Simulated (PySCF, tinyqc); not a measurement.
Inside a calculation (part 1 of 2). Method: RHF in the sto-6g basis, for LiH, spin multiplicity 1. The lowest restricted solution is unstable here: a spin-polarised one lies 0.0392 hartree lower (PySCF). Computed by tinyqc, a small Python program that keeps every step (integrals from PySCF). Settings: charge = 0, multiplicity = 1, basis = sto-6g, energy threshold = 1e-09, iteration cap = 52, orthogonalisation = symmetric, start = highest core orbitals, DIIS depth = 3, method = RHF. Command: `OMP_NUM_THREADS=1 python tinyqc.py 31826 31827 out.jsonl` (the two numbers bound the seeds that draw the settings). One thread of a shared host (Intel(R) Xeon(R) Processor @ 2.60GHz), about 0.08 s of CPU time with the checks. Later iterations appear only in the table of the cycle.

## One-electron integrals

Geometry (angstrom):
```
atom         x         y         z
Li    0.000000  0.000000  0.000000
H     0.000000  0.000000  2.626000
```

Basis sto-6g: exponents (1/bohr^2) and contraction coefficients of normalised primitives:
```
element  l (shell)    exponent  coefficient
Li           s (1)  167.175846     0.009164
Li           s (1)   30.651508     0.049361
Li           s (1)    8.575187     0.168538
Li           s (1)    2.945808     0.370563
Li           s (1)    1.143944     0.416492
Li           s (1)    0.471139     0.130334
Li           s (2)    6.597564    -0.013253
Li           s (2)    1.305830    -0.046992
Li           s (2)    0.405851    -0.033785
Li           s (2)    0.156146     0.250242
Li           s (2)    0.067814     0.595117
Li           s (2)    0.031084     0.240706
Li           p (3)    6.597564     0.003760
Li           p (3)    1.305830     0.037679
Li           p (3)    0.405851     0.173897
Li           p (3)    0.156146     0.418036
Li           p (3)    0.067814     0.425860
Li           p (3)    0.031084     0.101708
H            s (1)   35.523221     0.009164
H            s (1)    6.513144     0.049361
H            s (1)    1.822143     0.168538
H            s (1)    0.625955     0.370563
H            s (1)    0.243077     0.416492
H            s (1)    0.100112     0.130334
```

Overlap, kinetic and nuclear-attraction integrals over the contracted functions; the nuclear repulsion is the sum of Za Zb / Rab.

nuclear repulsion = 0.60454365 hartree

overlap S, order 1Li 1s, 1Li 2s, 1Li 2px, 1Li 2py, 1Li 2pz, 2H 1s:
```
[[1.000000, 0.235742, 0.000000, 0.000000, 0.000000, 0.007034],
 [0.235742, 1.000000, 0.000000, 0.000000, 0.000000, 0.178970],
 [0.000000, 0.000000, 1.000000, 0.000000, 0.000000, 0.000000],
 [0.000000, 0.000000, 0.000000, 1.000000, 0.000000, 0.000000],
 [0.000000, 0.000000, 0.000000, 0.000000, 1.000000, 0.268286],
 [0.007034, 0.178970, 0.000000, 0.000000, 0.268286, 1.000000]]
```

kinetic energy T (hartree), order 1Li 1s, 1Li 2s, 1Li 2px, 1Li 2py, 1Li 2pz, 2H 1s:
```
[[3.616742, -0.110723, 0.000000, 0.000000, 0.000000, -0.003297],
 [-0.110723, 0.106524, 0.000000, 0.000000, 0.000000, 0.001918],
 [0.000000, 0.000000, 0.320007, 0.000000, 0.000000, 0.000000],
 [0.000000, 0.000000, 0.000000, 0.320007, 0.000000, 0.000000],
 [0.000000, 0.000000, 0.000000, 0.000000, 0.320007, 0.019648],
 [-0.003297, 0.001918, 0.000000, 0.000000, 0.019648, 0.768522]]
```

nuclear attraction V (hartree), order 1Li 1s, 1Li 2s, 1Li 2px, 1Li 2py, 1Li 2pz, 2H 1s:
```
[[-8.268659, -0.875867, 0.000000, 0.000000, -0.006320, -0.026583],
 [-0.875867, -1.398432, 0.000000, 0.000000, -0.067656, -0.250969],
 [0.000000, 0.000000, -1.382675, 0.000000, 0.000000, 0.000000],
 [0.000000, 0.000000, 0.000000, -1.382675, 0.000000, 0.000000],
 [-0.006320, -0.067656, 0.000000, 0.000000, -1.429784, -0.380049],
 [-0.026583, -0.250969, 0.000000, 0.000000, -0.380049, -1.844085]]
```

core Hamiltonian H = T + V (hartree), order 1Li 1s, 1Li 2s, 1Li 2px, 1Li 2py, 1Li 2pz, 2H 1s:
```
[[-4.651916, -0.986590, 0.000000, 0.000000, -0.006320, -0.029881],
 [-0.986590, -1.291908, 0.000000, 0.000000, -0.067656, -0.249052],
 [0.000000, 0.000000, -1.062667, 0.000000, 0.000000, 0.000000],
 [0.000000, 0.000000, 0.000000, -1.062667, 0.000000, 0.000000],
 [-0.006320, -0.067656, 0.000000, 0.000000, -1.109777, -0.360401],
 [-0.029881, -0.249052, 0.000000, 0.000000, -0.360401, -1.075563]]
```

## Two-electron integrals

Functions are numbered as in S; the eight-fold symmetry (ij|kl) = (ji|kl) = (kl|ij) leaves the list below.

Two-electron integrals (ij|kl) in chemists' order, unique and non-zero (hartree):
```
(11|11) 1.681247   (21|11) 0.242603   (21|21) 0.044507   (22|11) 0.397190
(22|21) 0.090279   (22|22) 0.290625   (31|31) 0.009437   (32|31) 0.014261
(32|32) 0.064236   (33|11) 0.397190   (33|21) 0.090279   (33|22) 0.290625
(33|33) 0.313125   (41|41) 0.009437   (42|41) 0.014261   (42|42) 0.064236
(43|43) 0.016875   (44|11) 0.397190   (44|21) 0.090279   (44|22) 0.290625
(44|33) 0.279374   (44|44) 0.313125   (51|51) 0.009437   (52|51) 0.014261
(52|52) 0.064236   (53|53) 0.016875   (54|54) 0.016875   (55|11) 0.397190
(55|21) 0.090279   (55|22) 0.290625   (55|33) 0.279374   (55|44) 0.279374
(55|55) 0.313125   (61|11) 0.006939   (61|21) 0.001261   (61|22) 0.002641
(61|33) 0.002602   (61|44) 0.002602   (61|51) 0.000169   (61|52) 0.000367
(61|55) 0.002718   (61|61) 0.000040   (62|11) 0.046062   (62|21) 0.010767
(62|22) 0.041203   (62|33) 0.038803   (62|44) 0.038803   (62|51) 0.001598
(62|52) 0.012803   (62|55) 0.046005   (62|61) 0.000381   (62|62) 0.013861
(63|31) 0.000515   (63|32) 0.003098   (63|53) 0.001460   (63|63) 0.000555
(64|41) 0.000515   (64|42) 0.003098   (64|54) 0.001460   (64|64) 0.000555
(65|11) 0.065932   (65|21) 0.015479   (65|22) 0.060420   (65|33) 0.056426
(65|44) 0.056426   (65|51) 0.002500   (65|52) 0.020109   (65|55) 0.068407
(65|61) 0.000557   (65|62) 0.021671   (65|65) 0.034006   (66|11) 0.201505
(66|21) 0.047498   (66|22) 0.196887   (66|33) 0.182565   (66|44) 0.182565
(66|51) 0.006309   (66|52) 0.065132   (66|55) 0.225531   (66|61) 0.001681
(66|62) 0.091810   (66|65) 0.146591   (66|66) 0.774999
```

## Orthogonalisation

S = U s U^T; symmetric (Loewdin) form X = U s^(-1/2) U^T, so that X^T S X = 1.

eigenvalues of S: [0.644632, 0.820458, 1.000000, 1.000000, 1.173443, 1.361468]

X, order 1Li 1s, 1Li 2s, 1Li 2px, 1Li 2py, 1Li 2pz, 2H 1s:
```
[[1.022112, -0.124396, 0.000000, 0.000000, -0.003237, 0.013977],
 [-0.124396, 1.035669, 0.000000, 0.000000, 0.020196, -0.098736],
 [0.000000, 0.000000, 1.000000, 0.000000, 0.000000, 0.000000],
 [0.000000, 0.000000, 0.000000, 1.000000, 0.000000, 0.000000],
 [-0.003237, 0.020196, 0.000000, 0.000000, 1.029257, -0.143746],
 [0.013977, -0.098736, 0.000000, 0.000000, -0.143746, 1.042644]]
```

## Starting guess

The start is the highest orbitals of the core Hamiltonian (a deliberately bad start); D = 2 C_occ C_occ^T.

D at the start, order 1Li 1s, 1Li 2s, 1Li 2px, 1Li 2py, 1Li 2pz, 2H 1s:
```
[[0.000534, -0.003332, 0.000000, 0.000000, -0.023287, 0.030558],
 [-0.003332, 0.020783, 0.000000, 0.000000, 0.145237, -0.190589],
 [0.000000, 0.000000, 0.064696, -0.353846, 0.000000, 0.000000],
 [0.000000, 0.000000, -0.353846, 1.935304, 0.000000, 0.000000],
 [-0.023287, 0.145237, 0.000000, 0.000000, 1.014932, -1.331859],
 [0.030558, -0.190589, 0.000000, 0.000000, -1.331859, 1.747750]]
```

## Iteration 1: building the Fock matrix

J_ij = sum D_kl (ij|kl), K_ij = sum D_kl (ik|jl); F = H + J - 0.5 K; E = tr D H + tr D J / 2 - 0.25 tr D K + E_nn.

Coulomb J (hartree), order 1Li 1s, 1Li 2s, 1Li 2px, 1Li 2py, 1Li 2pz, 2H 1s:
```
[[1.364461, 0.311650, 0.000000, 0.000000, 0.007473, 0.009423],
 [0.311650, 1.049489, 0.000000, 0.000000, 0.073407, 0.226227],
 [0.000000, 0.000000, 1.004274, -0.011942, 0.000000, 0.000000],
 [0.000000, 0.000000, -0.011942, 1.067407, 0.000000, 0.000000],
 [0.007473, 0.073407, 0.000000, 0.000000, 1.076784, 0.346588],
 [0.009423, 0.226227, 0.000000, 0.000000, 0.346588, 1.545672]]
```

exchange K (hartree), order 1Li 1s, 1Li 2s, 1Li 2px, 1Li 2py, 1Li 2pz, 2H 1s:
```
[[0.028221, 0.040471, 0.000000, 0.000000, -0.001261, -0.004595],
 [0.040471, 0.174206, 0.000000, 0.000000, -0.014508, 0.043833],
 [0.000000, 0.000000, 0.067221, -0.104827, 0.000000, 0.000000],
 [0.000000, 0.000000, -0.104827, 0.621387, 0.000000, 0.000000],
 [-0.001261, -0.014508, 0.000000, 0.000000, 0.222499, -0.023708],
 [-0.004595, 0.043833, 0.000000, 0.000000, -0.023708, 0.971312]]
```

Fock matrix F (hartree), order 1Li 1s, 1Li 2s, 1Li 2px, 1Li 2py, 1Li 2pz, 2H 1s:
```
[[-3.301566, -0.695176, 0.000000, 0.000000, 0.001784, -0.018160],
 [-0.695176, -0.329521, 0.000000, 0.000000, 0.013006, -0.044741],
 [0.000000, 0.000000, -0.092003, 0.040471, 0.000000, 0.000000],
 [0.000000, 0.000000, 0.040471, -0.305954, 0.000000, 0.000000],
 [0.001784, 0.013006, 0.000000, 0.000000, -0.144242, -0.001959],
 [-0.018160, -0.044741, 0.000000, 0.000000, -0.001959, -0.015547]]
```

total energy of this density = -1.84540651 hartree

## Iteration 1: diagonalisation and new density

Diagonalise F' = X^T F X, C = X C', fill 2 alpha and 2 beta electrons from the bottom; D = 2 C_occ C_occ^T. Each column has its largest component positive (the first on a tie).

F' = X^T F X (hartree):
```
[[-3.277879, -0.283754, 0.000000, 0.000000, -0.000328, 0.006351],
 [-0.283754, -0.216378, 0.000000, 0.000000, 0.012901, -0.025513],
 [0.000000, 0.000000, -0.092003, 0.040471, 0.000000, 0.000000],
 [0.000000, 0.000000, 0.040471, -0.305954, 0.000000, 0.000000],
 [-0.000328, 0.012901, 0.000000, 0.000000, -0.151854, 0.019104],
 [0.006351, -0.025513, 0.000000, 0.000000, 0.019104, -0.012189]]
```

orbital energies (hartree): [-3.303961, -0.313353, -0.199222, -0.148672, -0.084604, -0.006443]

coefficients C, order 1Li 1s, 1Li 2s, 1Li 2px, 1Li 2py, 1Li 2pz, 2H 1s:
```
[[1.006424, 0.000000, -0.199565, -0.076315, 0.000000, 0.043064],
 [-0.028989, 0.000000, 0.951045, 0.373363, 0.000000, -0.231333],
 [0.000000, -0.179856, 0.000000, 0.000000, 0.983693, 0.000000],
 [0.000000, 0.983693, 0.000000, 0.000000, 0.179856, 0.000000],
 [-0.001473, 0.000000, -0.332906, 0.984425, 0.000000, -0.022986],
 [0.003659, 0.000000, 0.122163, -0.239420, 0.000000, 1.022475]]
```

D after iteration 1, order 1Li 1s, 1Li 2s, 1Li 2px, 1Li 2py, 1Li 2pz, 2H 1s:
```
[[2.025778, -0.058350, 0.000000, 0.000000, -0.002965, 0.007366],
 [-0.058350, 0.001681, 0.000000, 0.000000, 0.000085, -0.000212],
 [0.000000, 0.000000, 0.064696, -0.353846, 0.000000, 0.000000],
 [0.000000, 0.000000, -0.353846, 1.935304, 0.000000, 0.000000],
 [-0.002965, 0.000085, 0.000000, 0.000000, 0.000004, -0.000011],
 [0.007366, -0.000212, 0.000000, 0.000000, -0.000011, 0.000027]]
```

## Iteration 2: building the Fock matrix

As before.

Coulomb J (hartree), order 1Li 1s, 1Li 2s, 1Li 2px, 1Li 2py, 1Li 2pz, 2H 1s:
```
[[4.172657, 0.666990, 0.000000, 0.000000, -0.000052, 0.019117],
 [0.666990, 1.375847, 0.000000, 0.000000, -0.000072, 0.169723],
 [0.000000, 0.000000, 1.355531, -0.011942, 0.000000, 0.000000],
 [0.000000, 0.000000, -0.011942, 1.418665, 0.000000, 0.000000],
 [-0.000052, -0.000072, 0.000000, 0.000000, 1.353347, 0.244701],
 [0.019117, 0.169723, 0.000000, 0.000000, 0.244701, 0.768101]]
```

exchange K (hartree), order 1Li 1s, 1Li 2s, 1Li 2px, 1Li 2py, 1Li 2pz, 2H 1s:
```
[[3.396570, 0.494706, 0.000000, 0.000000, -0.000713, 0.013623],
 [0.494706, 0.208729, 0.000000, 0.000000, -0.000170, 0.008306],
 [0.000000, 0.000000, 0.070483, -0.104827, 0.000000, 0.000000],
 [0.000000, 0.000000, -0.104827, 0.624650, 0.000000, 0.000000],
 [-0.000713, -0.000170, 0.000000, 0.000000, 0.051340, 0.003193],
 [0.013623, 0.008306, 0.000000, 0.000000, 0.003193, 0.001173]]
```

Fock matrix F (hartree), order 1Li 1s, 1Li 2s, 1Li 2px, 1Li 2py, 1Li 2pz, 2H 1s:
```
[[-2.177545, -0.566953, 0.000000, 0.000000, -0.006015, -0.017575],
 [-0.566953, -0.020426, 0.000000, 0.000000, -0.067643, -0.083482],
 [0.000000, 0.000000, 0.257622, 0.040471, 0.000000, 0.000000],
 [0.000000, 0.000000, 0.040471, 0.043672, 0.000000, 0.000000],
 [-0.006015, -0.067643, 0.000000, 0.000000, 0.217901, -0.117296],
 [-0.017575, -0.083482, 0.000000, 0.000000, -0.117296, -0.308049]]
```

total energy of this density = -7.25005812 hartree

## Iteration 2: DIIS over 2 matrices

error matrix X^T (FDS - SDF) X:
```
[[0.000000, 0.240309, 0.000000, 0.000000, 0.015328, -0.014067],
 [-0.240309, 0.000000, 0.000000, 0.000000, 0.001472, -0.001001],
 [0.000000, 0.000000, 0.000000, 0.000000, 0.000000, 0.000000],
 [0.000000, 0.000000, 0.000000, 0.000000, 0.000000, 0.000000],
 [-0.015328, -0.001472, 0.000000, 0.000000, 0.000000, 0.000022],
 [0.014067, 0.001001, 0.000000, 0.000000, -0.000022, 0.000000]]
```

B (overlaps of the stored error matrices):
```
[[4.7862350e-02, 6.6747393e-05],
 [6.6747393e-05, 1.1636893e-01]]
```

Minimise |sum c_i e_i|^2 with sum c_i = 1: solve [B -1; -1 0][c; lambda] = [0; -1] with B_ij = tr e_i^T e_j, and take F = sum c_i F_i.

DIIS coefficients: [0.708737, 0.291263]

extrapolated F (hartree), order 1Li 1s, 1Li 2s, 1Li 2px, 1Li 2py, 1Li 2pz, 2H 1s:
```
[[-2.974180, -0.657829, 0.000000, 0.000000, -0.000488, -0.017990],
 [-0.657829, -0.239493, 0.000000, 0.000000, -0.010484, -0.056025],
 [0.000000, 0.000000, 0.009830, 0.040471, 0.000000, 0.000000],
 [0.000000, 0.000000, 0.040471, -0.204121, 0.000000, 0.000000],
 [-0.000488, -0.010484, 0.000000, 0.000000, -0.038764, -0.035553],
 [-0.017990, -0.056025, 0.000000, 0.000000, -0.035553, -0.100742]]
```

## Iteration 2: diagonalisation and new density

As before.

F' = X^T F X (hartree):
```
[[-2.943931, -0.297006, 0.000000, 0.000000, -0.001141, 0.008855],
 [-0.297006, -0.123682, 0.000000, 0.000000, -0.003861, -0.035823],
 [0.000000, 0.000000, 0.009830, 0.040471, 0.000000, 0.000000],
 [0.000000, 0.000000, 0.040471, -0.204121, 0.000000, 0.000000],
 [-0.001141, -0.003861, 0.000000, 0.000000, -0.032793, -0.018627],
 [0.008855, -0.035823, 0.000000, 0.000000, -0.018627, -0.090046]]
```

orbital energies (hartree): [-2.974879, -0.211520, -0.130497, -0.058792, -0.026285, 0.017229]

coefficients C, order 1Li 1s, 1Li 2s, 1Li 2px, 1Li 2py, 1Li 2pz, 2H 1s:
```
[[1.003700, 0.000000, -0.149057, -0.170413, -0.041494, 0.000000],
 [-0.016261, 0.000000, 0.658506, 0.789904, 0.200995, 0.000000],
 [0.000000, -0.179856, 0.000000, 0.000000, 0.000000, 0.983693],
 [0.000000, 0.983693, 0.000000, 0.000000, 0.000000, 0.179856],
 [-0.000349, 0.000000, 0.078244, -0.249922, 1.005916, 0.000000],
 [0.001762, 0.000000, 0.638925, -0.667562, -0.513659, 0.000000]]
```

D after iteration 2, order 1Li 1s, 1Li 2s, 1Li 2px, 1Li 2py, 1Li 2pz, 2H 1s:
```
[[2.014826, -0.032642, 0.000000, 0.000000, -0.000701, 0.003537],
 [-0.032642, 0.000529, 0.000000, 0.000000, 0.000011, -0.000057],
 [0.000000, 0.000000, 0.064696, -0.353846, 0.000000, 0.000000],
 [0.000000, 0.000000, -0.353846, 1.935304, 0.000000, 0.000000],
 [-0.000701, 0.000011, 0.000000, 0.000000, 0.000000, -0.000001],
 [0.003537, -0.000057, 0.000000, 0.000000, -0.000001, 0.000006]]
```

## Iteration 3: building the Fock matrix

As before.

Coulomb J (hartree), order 1Li 1s, 1Li 2s, 1Li 2px, 1Li 2py, 1Li 2pz, 2H 1s:
```
[[4.166218, 0.666511, 0.000000, 0.000000, -0.000012, 0.019103],
 [0.666511, 1.375793, 0.000000, 0.000000, -0.000017, 0.169730],
 [0.000000, 0.000000, 1.355477, -0.011942, 0.000000, 0.000000],
 [0.000000, 0.000000, -0.011942, 1.418610, 0.000000, 0.000000],
 [-0.000012, -0.000017, 0.000000, 0.000000, 1.353294, 0.244713],
 [0.019103, 0.169730, 0.000000, 0.000000, 0.244713, 0.768130]]
```

exchange K (hartree), order 1Li 1s, 1Li 2s, 1Li 2px, 1Li 2py, 1Li 2pz, 2H 1s:
```
[[3.390529, 0.503122, 0.000000, 0.000000, -0.000051, 0.014135],
 [0.503122, 0.212479, 0.000000, 0.000000, -0.000013, 0.008468],
 [0.000000, 0.000000, 0.071036, -0.104827, 0.000000, 0.000000],
 [0.000000, 0.000000, -0.104827, 0.625203, 0.000000, 0.000000],
 [-0.000051, -0.000013, 0.000000, 0.000000, 0.051882, 0.003220],
 [0.014135, 0.008468, 0.000000, 0.000000, 0.003220, 0.001178]]
```

Fock matrix F (hartree), order 1Li 1s, 1Li 2s, 1Li 2px, 1Li 2py, 1Li 2pz, 2H 1s:
```
[[-2.180963, -0.571640, 0.000000, 0.000000, -0.006306, -0.017845],
 [-0.571640, -0.022355, 0.000000, 0.000000, -0.067666, -0.083556],
 [0.000000, 0.000000, 0.257291, 0.040471, 0.000000, 0.000000],
 [0.000000, 0.000000, 0.040471, 0.043341, 0.000000, 0.000000],
 [-0.006306, -0.067666, 0.000000, 0.000000, 0.217576, -0.117297],
 [-0.017845, -0.083556, 0.000000, 0.000000, -0.117297, -0.308022]]
```

total energy of this density = -7.25534434 hartree

## Iteration 3: DIIS over 3 matrices

error matrix X^T (FDS - SDF) X:
```
[[0.000000, 0.192192, 0.000000, 0.000000, 0.013210, -0.010636],
 [-0.192192, 0.000000, 0.000000, 0.000000, 0.001277, -0.000767],
 [0.000000, 0.000000, 0.000000, 0.000000, 0.000000, 0.000000],
 [0.000000, 0.000000, 0.000000, 0.000000, 0.000000, 0.000000],
 [-0.013210, -0.001277, 0.000000, 0.000000, 0.000000, 0.000018],
 [0.010636, 0.000767, 0.000000, 0.000000, -0.000018, 0.000000]]
```

B (overlaps of the stored error matrices):
```
[[4.7862350e-02, 6.6747393e-05, 5.6043288e-05],
 [6.6747393e-05, 1.1636893e-01, 9.3080296e-02],
 [5.6043288e-05, 9.3080296e-02, 7.4454943e-02]]
```

As before.

DIIS coefficients: [0.001069, -3.989777, 4.988708]

extrapolated F (hartree), order 1Li 1s, 1Li 2s, 1Li 2px, 1Li 2py, 1Li 2pz, 2H 1s:
```
[[-2.195797, -0.590474, 0.000000, 0.000000, -0.007461, -0.018922],
 [-0.590474, -0.030379, 0.000000, 0.000000, -0.067672, -0.083811],
 [0.000000, 0.000000, 0.255598, 0.040471, 0.000000, 0.000000],
 [0.000000, 0.000000, 0.040471, 0.041648, 0.000000, 0.000000],
 [-0.007461, -0.067672, 0.000000, 0.000000, 0.215892, -0.117179],
 [-0.018922, -0.083811, 0.000000, 0.000000, -0.117179, -0.307603]]
```

## Iteration 3: diagonalisation and new density

As before.

F' = X^T F X (hartree):
```
[[-2.144595, -0.350813, 0.000000, 0.000000, -0.004847, 0.015804],
 [-0.350813, 0.097021, 0.000000, 0.000000, -0.044594, -0.060731],
 [0.000000, 0.000000, 0.255598, 0.040471, 0.000000, 0.000000],
 [0.000000, 0.000000, 0.040471, 0.041648, 0.000000, 0.000000],
 [-0.004847, -0.044594, 0.000000, 0.000000, 0.254775, -0.110096],
 [0.015804, -0.060731, 0.000000, 0.000000, -0.110096, -0.279094]]
```

orbital energies (hartree): [-2.198288, -0.311435, 0.034249, 0.153795, 0.262998, 0.284033]

coefficients C, order 1Li 1s, 1Li 2s, 1Li 2px, 1Li 2py, 1Li 2pz, 2H 1s:
```
[[0.991510, -0.026529, 0.000000, -0.271189, 0.000000, 0.055271],
 [0.033910, 0.064419, 0.000000, 1.023946, 0.000000, -0.210897],
 [0.000000, 0.000000, -0.179856, 0.000000, 0.983693, 0.000000],
 [0.000000, 0.000000, 0.983693, 0.000000, 0.179856, 0.000000],
 [0.004991, 0.069490, 0.000000, 0.257372, 0.000000, 1.004667],
 [-0.004987, 0.966018, 0.000000, -0.323700, 0.000000, -0.282342]]
```

D after iteration 3, order 1Li 1s, 1Li 2s, 1Li 2px, 1Li 2py, 1Li 2pz, 2H 1s:
```
[[1.967591, 0.063826, 0.000000, 0.000000, 0.006210, -0.061143],
 [0.063826, 0.010599, 0.000000, 0.000000, 0.009291, 0.124121],
 [0.000000, 0.000000, 0.000000, 0.000000, 0.000000, 0.000000],
 [0.000000, 0.000000, 0.000000, 0.000000, 0.000000, 0.000000],
 [0.006210, 0.009291, 0.000000, 0.000000, 0.009708, 0.134208],
 [-0.061143, 0.124121, 0.000000, 0.000000, 0.134208, 1.866430]]
```
